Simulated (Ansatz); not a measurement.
# SiH2 (triplet): from Hartree-Fock to the top rungs, aug-cc-pVDZ

How much of the correlation energy of SiH2 (triplet) does each wave-function method recover here?

The runs use Ansatz 0.2.0, Gaussian basis; aug-cc-pVDZ, core rule «outside noble gas», up to 5 orbitals frozen.

The runs, in order: UHF; CCSD(T) on ROHF; CCSD(T) on UHF; BCCD(T) on ROHF; CISD; CCSDT(Q) on ROHF; CCSDT(Q) on UHF; CASSCF and MRCISD+Q, 6 electrons in 6 orbitals; CASSCF and NEVPT2, 6 electrons in 6 orbitals.

17 further runs of the same task are left out: 6 that didn't finish, 11 set aside as unsound or not needed.

### Step 1. The system

The geometry is a PBE0/def2-TZVPD stationary point (not a proven minimum) of the parent state, kept for this charge and spin.

3 atoms, charge 0, spin multiplicity 3.

Atoms are counted from 1 here; the program's logs count them from 0.

Bond lengths: Si1–H2 1.552 Å, Si1–H3 1.552 Å. Angles: H2–Si1–H3 91.9°.

### Step 2. UHF

in.yaml

```yaml
crystal:
  periodic: [false, false, false]
  atoms:
    - {symbol: Si, position_ang: [0.000000, -0.072260, 0.000000]}
    - {symbol: H, position_ang: [0.000000, 1.006740, 1.115800]}
    - {symbol: H, position_ang: [0.000000, 1.006740, -1.115800]}
basis:
  gaussian: {orbitals: aug-cc-pVDZ}
magnetization: {spin_polarized: true, initial_magnetization: 2}
hamiltonian: {xc: hf}
output: {orbitals: {seedname: orbitals}}
```

Launch:

```sh
ansatz run in.yaml --threads 1 --pin off --events-out ev --progress --plain --max-ram 2393MiB
```

The runs that follow: CCSD(T) on ROHF; CCSD(T) on UHF; BCCD(T) on ROHF; CISD; CCSDT(Q) on ROHF; CCSDT(Q) on UHF; CASSCF and MRCISD+Q, 6 electrons in 6 orbitals; CASSCF and NEVPT2, 6 electrons in 6 orbitals.

Before running them: what should the planned runs give, taken together? Wanted: UCCSDT(Q) below the RHF energy; RMP2 from UCCSDT(Q); UMP2 from UCCSDT(Q); RCCSD from UCCSDT(Q); RCCSD(T) from UCCSDT(Q); UCCSD(T) from UCCSDT(Q); RCCSDT(Q) from UCCSDT(Q); NEVPT2 valence from UCCSDT(Q); MRCISD+Q valence from UCCSDT(Q).

The runs gave:

| quantity | value |
| --- | --- |
| UCCSDT(Q) below the RHF energy | -2.8872 eV |
| RMP2 from UCCSDT(Q) | +747.6 meV |
| UMP2 from UCCSDT(Q) | +742.0 meV |
| RCCSD from UCCSDT(Q) | +94.3 meV |
| RCCSD(T) from UCCSDT(Q) | +24.3 meV |
| UCCSD(T) from UCCSDT(Q) | +24.0 meV |
| RCCSDT(Q) from UCCSDT(Q) | +0.5 meV |
| NEVPT2 valence from UCCSDT(Q) | +638.4 meV |
| MRCISD+Q valence from UCCSDT(Q) | +6.6 meV |
| levels within 1 kcal/mol (43 meV) | RCCSD(T), UCCSD(T), BCCD(T), RCCSDT, UCCSDT, RCCSDT(Q), MRCISD+Q valence |
| T1 diagnostic | 0.025 |
| effectively unpaired electrons | 2.01 |

In words: RCCSD(T) lands +24.3 meV from the yardstick (0.8 % of the correlation energy). One determinant dominates. Of the multireference levels listed MRCISD+Q valence comes nearest in total energy (+6.6 meV), which doesn't show that its space is the better one. These misses are within one basis, not against nature; the frozen cores of restricted and unrestricted runs differ, which can shift their rows.
